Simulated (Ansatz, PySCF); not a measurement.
Process, species as SMILES: P (PH3) + H+ → [PH4+]
Geometries: B3LYP-D3(BJ)/def2-TZVP minima from Ansatz (a first-principles code).

Wanted: proton affinity (enthalpy at 298 K, with B3LYP-D3(BJ) rigid-rotor harmonic-oscillator terms from PySCF), positive where the reaction releases energy, in kcal/mol. Correlated levels leave the core frozen unless marked. No spin-orbit coupling. Non-relativistic. CBS marks a two-point X^-3 extrapolation of the correlation energy; Hartree-Fock from the larger set.

| level | program | proton affinity (kcal/mol) |
|---|---|---|
| r2SCAN-D3(BJ)/def2-TZVPD | Ansatz + dftd3 | 187.4 |
| B97M-V/def2-TZVPD | Ansatz | 183.5 |
| PBE0/6-31G* | Ansatz | 186.2 |
| PBE0/def2-TZVP | Ansatz | 187.3 |
| BHLYP-D4/def2-TZVPD | Ansatz + dftd4 | 189.9 |
| BHLYP/def2-TZVPD | Ansatz | 190.1 |
| r2SCAN0-D4/def2-TZVPD | Ansatz + dftd4 | 188.0 |
| PW6B95-D4/def2-TZVPD | PySCF + dftd4 | 186.9 |
| CAM-B3LYP-D4/def2-TZVPD | Ansatz + dftd4 | 186.6 |
| B2GP-PLYP/def2-TZVPD | Ansatz | [?] |
| B2PLYP-D3(BJ)/def2-TZVPD | Ansatz + dftd3 | [?] |
| SCS-MP2/6-31G | Ansatz | 186.2 |
| SCS-MP2/def2-SVP | Ansatz | 192.1 |
| SCS-MP2/cc-pV(Q+d)Z | Ansatz | 190.9 |
| CCSD/6-31G* | Ansatz | [?] |
| CCSD(T)/CBS(cc-pV(T+d)Z,cc-pV(Q+d)Z) | Ansatz | 187.7 |

Problem. Complete the blanks.

Solution. 
- B2GP-PLYP/def2-TZVPD, proton affinity (kcal/mol): 188.1
- B2PLYP-D3(BJ)/def2-TZVPD, proton affinity (kcal/mol): 187.9
- CCSD/6-31G*, proton affinity (kcal/mol): 188.2
